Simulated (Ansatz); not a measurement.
System: LiF (charge +1, doublet). SMILES of the parent species: [Li][F]

Atoms: Li1, F2. Bonds: Li1-F2.

Bond lengths (Å) and angles (degrees) optimised at HF/STO-3G with Ansatz (a quantum-chemistry and plane-wave program); HF/3-21G with Ansatz; HF/6-31G* with Ansatz; PBE/6-31G* with Ansatz; B3LYP/LANL2DZ with Ansatz; MP2/6-31G* with Ansatz, each started from the B3LYP-D3(BJ)/def2-TZVP structure (Ansatz) of the last column. A row stands for all coordinates that are equal there. 6-31G* holds six Cartesian d functions.

| coordinate | HF/STO-3G | HF/3-21G | HF/6-31G* | PBE/6-31G* | B3LYP/LANL2DZ | MP2/6-31G* | B3LYP-D3(BJ)/def2-TZVP |
|---|---|---|---|---|---|---|---|
| Li1-F2 | 1.853 | 1.997 | 2.045 | 2.039 | 2.153 | 2.051 | 2.039 |

Mean signed difference of all 1 bond lengths from B3LYP-D3(BJ)/def2-TZVP: HF/STO-3G -0.187 Å, HF/3-21G -0.042 Å, HF/6-31G* 0.006 Å, PBE/6-31G* 0.000 Å, B3LYP/LANL2DZ 0.114 Å, MP2/6-31G* 0.012 Å.
